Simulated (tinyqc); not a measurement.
Extended Hueckel theory, for N2+, step by step. The parameters take no account of the charge, which enters only through the electron count. Computed by tinyqc, a small Python program that keeps every step (integrals from PySCF). Settings: charge = 1, K = 1.75, weighted = 1, multiplicity = 2. Command: `OMP_NUM_THREADS=1 python tinyqc.py 23875 23876 out.jsonl` (the two numbers bound the seeds that draw the settings). One thread of a shared host (Intel(R) Xeon(R) Processor @ 2.60GHz), about 0.01 s of CPU time with the checks.

## Overlaps

Geometry (angstrom):
```
atom        x        y        z
N     0.00000  0.00000  0.00000
N     0.00000  0.00000  1.20200
```

Parameters chosen for this run:
```
element  shell  Slater exponent  H_ii (eV)
N           2s          1.95000  -26.00000
N           2p          1.95000  -13.40000
```

Slater orbitals, each expanded in six Gaussians scaled to its exponent.

overlap S:
```
           1N 2s   1N 2px   1N 2py    1N 2pz    2N 2s   2N 2px   2N 2py    2N 2pz
1N 2s    1.00000  0.00000  0.00000   0.00000  0.38578  0.00000  0.00000  -0.39898
1N 2px   0.00000  1.00000  0.00000   0.00000  0.00000  0.22736  0.00000   0.00000
1N 2py   0.00000  0.00000  1.00000   0.00000  0.00000  0.00000  0.22736   0.00000
1N 2pz   0.00000  0.00000  0.00000   1.00000  0.39898  0.00000  0.00000  -0.33254
2N 2s    0.38578  0.00000  0.00000   0.39898  1.00000  0.00000  0.00000   0.00000
2N 2px   0.00000  0.22736  0.00000   0.00000  0.00000  1.00000  0.00000   0.00000
2N 2py   0.00000  0.00000  0.22736   0.00000  0.00000  0.00000  1.00000   0.00000
2N 2pz  -0.39898  0.00000  0.00000  -0.33254  0.00000  0.00000  0.00000   1.00000
```

## Wolfsberg-Helmholz matrix

diagonal H_ii (eV): 1N 2s -26.00000, 1N 2px -13.40000, 1N 2py -13.40000, 1N 2pz -13.40000, 2N 2s -26.00000, 2N 2px -13.40000, 2N 2py -13.40000, 2N 2pz -13.40000

K = 1.75000

H_ij = K' S_ij (H_ii + H_jj)/2 for i != j (the diagonal keeps H_ii), with K' = K + D^2 + D^4 (1 - K), D = (H_ii - H_jj)/(H_ii + H_jj), K = 1.75.

H (eV):
```
            1N 2s     1N 2px     1N 2py     1N 2pz      2N 2s     2N 2px     2N 2py     2N 2pz
1N 2s   -26.00000    0.00000    0.00000    0.00000  -17.55284    0.00000    0.00000   14.49700
1N 2px    0.00000  -13.40000    0.00000    0.00000    0.00000   -5.33169    0.00000    0.00000
1N 2py    0.00000    0.00000  -13.40000    0.00000    0.00000    0.00000   -5.33169    0.00000
1N 2pz    0.00000    0.00000    0.00000  -13.40000  -14.49700    0.00000    0.00000    7.79799
2N 2s   -17.55284    0.00000    0.00000  -14.49700  -26.00000    0.00000    0.00000    0.00000
2N 2px    0.00000   -5.33169    0.00000    0.00000    0.00000  -13.40000    0.00000    0.00000
2N 2py    0.00000    0.00000   -5.33169    0.00000    0.00000    0.00000  -13.40000    0.00000
2N 2pz   14.49700    0.00000    0.00000    7.79799    0.00000    0.00000    0.00000  -13.40000
```

## Orbitals

valence electrons = 9

Solve H C = S C e through S^(-1/2); fill by pairs from the bottom, a degenerate level sharing its electrons equally; each orbital has its largest coefficient positive (the first on a tie).

orbital energies (eV): -31.55439  -20.99822  -15.26172  -15.26172  -13.39216  -10.44258  -10.44258  30.92281

occupations: 2.00000  2.00000  2.00000  2.00000  1.00000  0.00000  0.00000  0.00000

coefficients:
```
             MO1       MO2       MO3      MO4       MO5       MO6       MO7       MO8
1N 2s    0.58323   0.56839   0.00000  0.00000  -0.23387   0.00000   0.00000   1.00383
1N 2px   0.00000   0.00000  -0.27729  0.57488   0.00000   0.76953   0.23445   0.00000
1N 2py   0.00000   0.00000   0.57488  0.27729   0.00000  -0.23445   0.76953   0.00000
1N 2pz   0.05336  -0.41339   0.00000  0.00000   0.63857   0.00000   0.00000   1.02650
2N 2s    0.58323  -0.56839   0.00000  0.00000  -0.23387   0.00000   0.00000  -1.00383
2N 2px   0.00000   0.00000  -0.27729  0.57488   0.00000  -0.76953  -0.23445   0.00000
2N 2py   0.00000   0.00000   0.57488  0.27729   0.00000   0.23445  -0.76953   0.00000
2N 2pz  -0.05336  -0.41339   0.00000  0.00000  -0.63857   0.00000   0.00000   1.02650
```

sum of one-electron energies = -179.54426 eV

Within a degenerate level the vectors are fixed only up to a rotation; this is one choice.

## Mulliken analysis

P = C n C^T; charge = valence electrons (N 5) minus the sum of (P S)_ii on the atom; overlap population = 2 sum P_ij S_ij between two atoms.

charges: 1N 0.50000, 2N 0.50000

Overlap populations:
```
pair     value
2-1   1.468188
```
